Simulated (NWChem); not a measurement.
# SiH3OF (SMILES O[SiH2]F) at MP2/DGauss-TZVP

What is the vertical ionisation energy of SiH3OF at MP2/DGauss-TZVP? 

The calculation is run with NWChem 7.3.0.

2 further runs of the same task are left out: 2 set aside as unsound or not needed.

### Step 1. The molecule

SiH3OF: 6 atoms, total charge 0, spin state singlet. SMILES: `O[SiH2]F`. The coordinates come from a PBE0-D4/def2-TZVP relaxation. This is one conformer, not always the lowest.

Bond lengths: O1–Si2 1.630 Å, Si2–F3 1.596 Å, O1–H4 0.958 Å, Si2–H5 1.474 Å, Si2–H6 1.482 Å. Angles: O1–Si2–F3 111.0°, O1–Si2–H5 106.4°, O1–Si2–H6 111.7°, F3–Si2–H5 108.2°, F3–Si2–H6 106.0°, Si2–O1–H4 119.1°, H5–Si2–H6 113.7°.

### Step 2. Energy and gradient at MP2/DGauss-TZVP

File fh3osi.sdf:

```

     RDKit          3D

  6  5  0  0  0  0  0  0  0  0999 V2000
   -0.8535   -0.2092   -0.9241 O   0  0  0  0  0  0  0  0  0  0  0  0
    0.3783   -0.0093    0.1239 Si  0  0  0  0  0  4  0  0  0  0  0  0
    0.1808   -0.9228    1.4178 F   0  0  0  0  0  0  0  0  0  0  0  0
   -1.7142    0.1502   -0.7056 H   0  0  0  0  0  0  0  0  0  0  0  0
    1.5956   -0.4585   -0.5758 H   0  0  0  0  0  0  0  0  0  0  0  0
    0.4551    1.3856    0.6176 H   0  0  0  0  0  0  0  0  0  0  0  0
  2  1  1  0
  3  2  1  0
  4  1  1  0
  5  2  1  0
  6  2  1  0
M  END
$$$$
```

File run.py:

```python
from ase.io import read
from ase.calculators.nwchem import NWChem

mol = read('fh3osi.sdf')

calc = NWChem(
    label='fh3osi',
    theory='mp2',
    memory='2200 mb',
    basis='DGauss-TZVP',
    basispar='spherical bse',
    scf={'nopen': '0', 'rhf': None, 'maxiter': '60', 'direct': None, 'print': 'low'},
    mp2={'freeze': 'core 7'},
)
mol.calc = calc

forces = mol.get_forces()
e = mol.get_potential_energy()
print(f"E = {e:.6f} eV")
print("forces (eV/A):")
for s, f in zip(mol.symbols, forces):
    print(f"{s:2s} {f[0]:10.5f} {f[1]:10.5f} {f[2]:10.5f}")
```

On the command line:

```console
export ASE_NWCHEM_COMMAND="nwchem PREFIX.nwi > PREFIX.nwo"
python run.py
```

Standard output:

```text
E = -12670.291432 eV
forces (eV/A):
O    -0.20636   -0.15524   -0.44465
Si    0.82671    0.58410   -0.20913
F    -0.08397   -0.37857    0.55767
H    -0.30889    0.09883    0.04191
H    -0.21674    0.09045    0.13683
H    -0.01080   -0.23952   -0.08269
```

The calculator wrote fh3osi.nwi:

```
title "fh3osi"

permanent_dir fh3osi

scratch_dir fh3osi

start fh3osi

geometry units angstrom nocenter noautosym noautoz
  O  -8.5350000000000004e-01 -2.0920000000000000e-01 -9.2410000000000003e-01
  Si 3.7830000000000003e-01 -9.2999999999999992e-03 1.2390000000000000e-01
  F  1.8079999999999999e-01 -9.2279999999999995e-01 1.4177999999999999e+00
  H  -1.7141999999999999e+00 1.5020000000000000e-01 -7.0560000000000000e-01
  H  1.5955999999999999e+00 -4.5850000000000002e-01 -5.7579999999999998e-01
  H  4.5510000000000000e-01 1.3855999999999999e+00 6.1760000000000004e-01
end

memory 2200 mb

basis spherical bse noprint
   * library DGauss-TZVP
end

scf
  nopen 0
  rhf
  maxiter 60
  direct
  print low
end
mp2
  freeze core 7
end

task mp2 gradient
```

fh3osi.nwo, shortened:

```text
[...]
         Total SCF energy =   -465.132602396206
      One-electron energy =   -883.926648807219
      Two-electron energy =    299.265607948399
 Nuclear repulsion energy =    119.528438462613
[... 83 lines left out ...]
 CPHF converged to   6.7D-05 in    7 iters
[... 3 lines left out ...]
                Dipole Moments (a.u.)
[...]
                         mp2 ENERGY GRADIENTS
    atom               coordinates                        gradient
                 x          y          z           x          y          z
   1 O      -1.612881  -0.395331  -1.746296    0.004013   0.003019   0.008647
   2 Si      0.714883  -0.017574   0.234137   -0.016077  -0.011359   0.004067
   3 F       0.341662  -1.743839   2.679254    0.001633   0.007362  -0.010845
   4 H      -3.239368   0.283837  -1.333391    0.006007  -0.001922  -0.000815
   5 H       3.015247  -0.866439  -1.088104    0.004215  -0.001759  -0.002661
   6 H       0.860014   2.618404   1.167095    0.000210   0.004658   0.001608
[...]
```

Wall time 17 s (1 thread of Intel Xeon Platinum 8488C (Sapphire Rapids), shared host); peak memory 0.19 GiB.

### Step 3. The doublet cation

File mol.nw:

```
start mol
title "FH3OSi gradient"
memory total 2200 mb
charge 1

geometry noautosym nocenter noautoz
O    -0.853500   -0.209200   -0.924100
Si    0.378300   -0.009300    0.123900
F     0.180800   -0.922800    1.417800
H    -1.714200    0.150200   -0.705600
H     1.595600   -0.458500   -0.575800
H     0.455100    1.385600    0.617600
end

basis spherical bse
O library DGauss-TZVP
Si library DGauss-TZVP
F library DGauss-TZVP
H library DGauss-TZVP
end

scf
doublet
uhf
maxiter 80
direct
print medium
end

mp2
freeze core 7
end

task mp2 gradient
```

On the command line:

```console
nwchem mol.nw > mol.out
```

Standard output:

```text
[...]
  functions       =    76
[...]
  wavefunction    = UHF
[...]
         Total SCF energy =   -464.710633642609
      One electron energy =   -873.914279230455
      Two electron energy =    289.675207125232
 Nuclear repulsion energy =    119.528438462613
                       Sz =      0.5000
                 Sz(Sz+1) =      0.7500
                      S^2 =      0.7584
[...]
          Total MP2 energy          -465.146195400025
[...]
                         mp2 ENERGY GRADIENTS
    atom               coordinates                        gradient
                 x          y          z           x          y          z
   1 O      -1.612881  -0.395331  -1.746296    0.044868   0.001061   0.061045
   2 Si      0.714883  -0.017574   0.234137   -0.126277   0.007510  -0.083278
   3 F       0.341662  -1.743839   2.679254    0.013588  -0.003422   0.012182
   4 H      -3.239368   0.283837  -1.333391    0.039951  -0.001439  -0.005406
   5 H       3.015247  -0.866439  -1.088104    0.012420  -0.000994   0.001280
   6 H       0.860014   2.618404   1.167095    0.015450  -0.002715   0.014178
[...]
```

Run time: 69 s. Hardware: 1 thread of Intel Xeon Platinum 8488C (Sapphire Rapids), shared host; peak memory 0.19 GiB.

### Step 4. Outcome

Level: MP2/DGauss-TZVP, 7 core orbitals frozen.

```
                                                                  quantity          value
                                              singlet SiH3OF: total energy  -465.62463 Eh
   singlet SiH3OF: dipole moment (of the density that the program reports)         1.76 D
               singlet SiH3OF: correlation energy (7 core orbitals frozen)     -492.0 mEh
                                  singlet SiH3OF: largest force on an atom     1.034 eV/Å
                                              doublet cation: total energy  -465.14620 Eh
doublet cation: HOMO energy (Hartree–Fock orbitals) (highest over α and β)      -19.37 eV
 doublet cation: LUMO energy (Hartree–Fock orbitals) (lowest over α and β)       -9.16 eV
               doublet cation: correlation energy (7 core orbitals frozen)     -435.6 mEh
                         doublet cation: ⟨S²⟩ of the reference determinant          0.758
                                  doublet cation: largest force on an atom     7.788 eV/Å
                        vertical ionisation energy (to the doublet cation)      13.019 eV
```

What this shows: The vertical ionisation energy comes to 13.02 eV (300 kcal/mol). The largest force (singlet SiH3OF) is 1.03 eV/Å: the shape isn't a stationary point for this species at this level. Mulliken charges (doublet cation) run from -0.49 on F3 to +1.30 on Si2; they depend strongly on the basis.
